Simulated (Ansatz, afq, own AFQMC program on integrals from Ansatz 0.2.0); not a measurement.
## Where AFQMC and coupled cluster stand for BH₄⁺, triplet

```yaml
atoms:
  - { symbol: B, position_ang: [0.0000, 0.0000, 0.0000] }
  - { symbol: H, position_ang: [0.7049, 0.7256, 1.5775] }
  - { symbol: H, position_ang: [-0.7248, -0.7026, 1.5789] }
  - { symbol: H, position_ang: [-0.7041, 0.7033, -1.5879] }
  - { symbol: H, position_ang: [0.7240, -0.7263, -1.5685] }
```

Basis cc-pVDZ. Noble-gas cores (and the filled d shells of Ga–Kr and In–Xe) are frozen. AFQMC by an in-house program on the Cholesky factors that Ansatz 0.2.0 writes for its CCSD(T) run. ph-AFQMC/CISD is guided by a CISD state made of CCSD amplitudes; releasing the constraint for a short imaginary time cuts its bias at the price of noise, slowly where states lie close. Uncertainties: one standard error, sampling alone.

Determinant: UHF, the one that the program's search chose, which needn't be the lowest solution. The geometry is a point of a scan.

Full CI on the same integrals is exact in this basis and with this determinant's frozen core.

Cautions: lower spins were not checked; strong correlation (T1 0.078, weight of the determinant 0.79, largest double 0.13); unrestricted determinant spin contaminated (⟨S²⟩ 2.24 against 2.00); the released energies are still falling, so no released level is given (meV from the phaseless value at times in 1/Eh: -9 ± 4 at 0.24, -16 ± 4 at 0.51, -24 ± 4 at 0.99, -36 ± 3 at 1.62, -52 ± 6 at 2.40).

The T1 diagnostic is 0.0783. The weight of the determinant in the CISD state is 0.788, the ⟨S²⟩ of the determinant is 2.245 and the size of the correlated space is 6 electrons in 33 orbitals.

Reference: full CI, correlation energy -3.541 eV. The cautions show a poor starting determinant, so the rows tell how each method copes with it here, and full CI is the sure value.

```json
{"level": "HF", "E − E(reference) (kJ/mol)": "341.6", "share of correlation (%)": "0.00"}
{"level": "MP2", "E − E(reference) (kJ/mol)": "150.9", "share of correlation (%)": "55.83"}
{"level": "CCSD", "E − E(reference) (kJ/mol)": "20.7", "share of correlation (%)": "93.93"}
{"level": "CCSD(T)", "E − E(reference) (kJ/mol)": "7.8", "share of correlation (%)": "97.73"}
{"level": "CCSDT", "E − E(reference) (kJ/mol)": "0.5", "share of correlation (%)": "99.86"}
{"level": "CCSDT(Q)", "E − E(reference) (kJ/mol)": "-0.1", "share of correlation (%)": "100.03"}
{"level": "CCSDTQ", "E − E(reference) (kJ/mol)": "0.0", "share of correlation (%)": "100.00"}
{"level": "ph-AFQMC/CISD", "E − E(reference) (kJ/mol)": "6.3 ± 0.4", "share of correlation (%)": "98.14"}
```

CCSDT and higher add their correlation energy to the determinant of the CCSD(T) run, since their own runs factorise the integrals more tightly (a shift of under 2 meV). A walk keeps the symmetry of its determinant, which the program's search chose and which needn't be the lowest solution, so a lower state of the same spin and another symmetry isn't excluded.
